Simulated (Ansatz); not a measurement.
# AlHN: the cost of one run

Method: the settings change from run to run; program: Ansatz 0.2.0, Gaussian basis.

13 further runs of the same task are left out: 10 that didn't finish, 3 set aside as unsound or not needed.

## 1. The geometry

The geometry derives from a PBE0/def2-TZVP stationary point (not a proven minimum). One bond is set to the value named and the two fragments are kept rigid.

3 atoms, charge 0, spin multiplicity 4.

Atoms are counted from 1 here; the program's logs count them from 0.

Bond lengths: Al1–N2 1.919 Å.

Geometry (Å):

| atom | x (Å) | y (Å) | z (Å) |
| --- | --- | --- | --- |
| Al1 | 0.00000 | -0.12405 | 0.60675 |
| N2 | 0.00000 | 0.08814 | -1.30041 |
| H3 | 0.00000 | 2.09579 | 1.82884 |

## 2. CCSDT(Q)/B on UHF/6-31G

File in.yaml:

```yaml
crystal:
  periodic: [false, false, false]
  atoms:
    - {symbol: Al, position_ang: [0.000000, -0.124047, 0.606754]}
    - {symbol: N, position_ang: [0.000000, 0.088141, -1.300414]}
    - {symbol: H, position_ang: [0.000000, 2.095786, 1.828841]}
basis:
  gaussian: {orbitals: 6-31G}
magnetization: {spin_polarized: true, initial_magnetization: 3}
correlation: {method: ccsdt_q_b, electrons: all}
accuracy: high
```

On the command line:

```console
$ ansatz run in.yaml --threads 1 --pin off --events-out ev --progress --plain --max-ram 2393MiB
```

Q: Estimate wall time and peak memory on 1 thread of Intel Xeon 6975P-C, shared host.

About 21 s, with a peak of 0.66 GiB.
